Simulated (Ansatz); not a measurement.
Reaction (SMILES): [NH2] (NH2) → [NH2-] (an electron is taken up)
B3LYP-D3(BJ)/def2-TZVP geometries, fixed; electronic energies without zero-point terms; positive where energy is released.
Largest species:
```
N
H 1 1.0284
H 1 1.0284 2 103.25
```
Charge 0, spin multiplicity 2.

Basis-set convergence of the adiabatic electron affinity at PBE with Ansatz (a first-principles code). Cartesian d functions, on some or all atoms, in 6-31G*, 6-31+G*; all else is spherical. The program fits the integrals of some runs and decomposes those of others, by size. Open shells are unrestricted. No added dispersion term, no relativity. Functions are those of the species that has most. Reference: the value in aug-cc-pV5Z, 0.862 eV, itself unsure by roughly 0.071 eV (its mean distance from aug-pcseg-3, aug-cc-pVQZ, def2-QZVPPD). Deviations are taken from unrounded values.

```tsv
basis	functions	adiabatic electron affinity (eV)
6-31G*	19	-0.902
6-31+G*	23	0.650
cc-pVDZ	24	-0.986
aug-cc-pVDZ	41	0.807
def2-SVP	24	-0.850
def2-SVPD	36	0.448
pcseg-1	24	-0.493
aug-pcseg-1	41	0.853
6-311G**	30	-0.536
6-311+G**	34	0.734
def2-TZVP	43	0.163
def2-TZVPD	55	0.602
cc-pVTZ	58	-0.203
aug-cc-pVTZ	92	0.822
pcseg-2	58	0.363
aug-pcseg-2	92	0.874
def2-TZVPP	59	0.168
def2-TZVPPD	71	0.604
cc-pVQZ	115	0.145
aug-cc-pVQZ	172	0.843
def2-QZVPP	117	0.471
def2-QZVPPD	129	0.696
pcseg-3	126	0.705
aug-pcseg-3	183	0.890
cc-pV5Z	201	0.495
aug-cc-pV5Z	287	0.862
```

What the diffuse functions change, pair by pair:
- 6-31G* to 6-31+G*: 4 more functions, deviation -1.764 to -0.212 eV
- cc-pVDZ to aug-cc-pVDZ: 17 more functions, deviation -1.848 to -0.055 eV
- def2-SVP to def2-SVPD: 12 more functions, deviation -1.712 to -0.414 eV
- pcseg-1 to aug-pcseg-1: 17 more functions, deviation -1.355 to -0.009 eV
- 6-311G** to 6-311+G**: 4 more functions, deviation -1.398 to -0.128 eV
- def2-TZVP to def2-TZVPD: 12 more functions, deviation -0.699 to -0.260 eV
- cc-pVTZ to aug-cc-pVTZ: 34 more functions, deviation -1.065 to -0.040 eV
- pcseg-2 to aug-pcseg-2: 34 more functions, deviation -0.499 to 0.012 eV
- def2-TZVPP to def2-TZVPPD: 12 more functions, deviation -0.694 to -0.258 eV
- cc-pVQZ to aug-cc-pVQZ: 57 more functions, deviation -0.717 to -0.019 eV
- def2-QZVPP to def2-QZVPPD: 12 more functions, deviation -0.391 to -0.167 eV
- pcseg-3 to aug-pcseg-3: 57 more functions, deviation -0.157 to 0.028 eV
- cc-pV5Z to aug-cc-pV5Z: 86 more functions, deviation -0.367 to 0.000 eV

Leaving out the reference's own pair, they bring the value nearer the reference by more than 0.071 eV in 12 of 12 pairs.
